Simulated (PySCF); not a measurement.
## Dipole moment and polarisability of methyl isocyanide

Compound: methyl isocyanide, C₂H₃N.
Geometry (GFN2-xTB, Å), atoms numbered from 1 in this order:
```xyz
6
C2H3N angstrom
C      2.080    0.040   -0.022
N      0.919    0.018   -0.012
C     -0.477   -0.009    0.001
H     -0.835   -0.671   -0.790
H     -0.824   -0.376    0.968
H     -0.861    0.999   -0.166
```

Level: CAM-B3LYP/def2-SVPD (PySCF), static field, nuclei fixed, core orbitals frozen in the response. The polarisability tensor in these axes (au):

```
x   39.97  0.29 -0.14
y    0.29 24.49  0.00
z   -0.14  0.00 24.49
```

Q: What are the eigenvalues, a third of the trace, and Δα (Δα² = ½Σ(αi − αj)² over the three pairs)?

A: Principal values 24.49, 24.49 and 39.98 au; mean 29.65 au = 4.39 Å³ = 4.89 × 10⁻⁴⁰ C²·m²/J; Δα = 15.49 au (52 % of the mean).

Q: What is the dipole moment, and where does it point?

A: (-3.86, -0.07, 0.04) D, 3.86 D in size, pointing from the negative to the positive side. Measured along this direction, the outermost atoms are C1 at the negative end and H4, H6 and H5 at the positive end.

Q: Form Σ f/ω² (atomic units) for the 8 lowest TDDFT singlets, given as eV and f, and set it beside the mean polarisability, which is this sum over all singlets: 8.12, 0.0000; 8.25, 0.0777; 8.25, 0.0776; 8.42, 0.0012; 8.42, 0.0011; 8.65, 0.0215; 9.02, 0.0057; 9.02, 0.0057.

A: They add up to 2.03 au, 6.8 % of the 29.65 au; the largest single term is 0.84 au, from the state at 8.25 eV. Terms in order: 0.00, 0.84, 0.84, 0.01, 0.01, 0.21, 0.05, 0.05 au. Higher excitations give the rest. The strengths listed sum to 0.191.

Q: Give the eigenvalues of the traceless quadrupole moment Θ = ½Σq(3rr − r²1), origin at the centre of nuclear charge.

A: -4.30, 2.15, 2.15 D·Å. The values depend on the origin, since the dipole doesn't vanish. The electronic extent ⟨r²⟩ about the same centre is 151 bohr², a root-mean-square distance of 1.39 Å for the 22 electrons.

Q: Rayleigh depolarisation ratio (linearly polarised light, static tensor)?

A: ρ = 3Δα²/(45ᾱ² + 4Δα²) = 719.7/(39561 + 959.6) = 0.0178.

Q: What molar refraction does this α imply?

A: Lorentz–Lorenz: R = (4π/3)N_A α = 2.5225 cm³/(mol·Å³) × 4.39 Å³ = 11.1 cm³/mol, in the limit of long wavelengths.

Geometry: GFN2-xTB; no solvent, vibrations or thermal averaging.

The run behind these numbers computed excited states as well. Hardware: one thread, x86-64 server, on a shared host. Cost: 3.7 s of wall time.
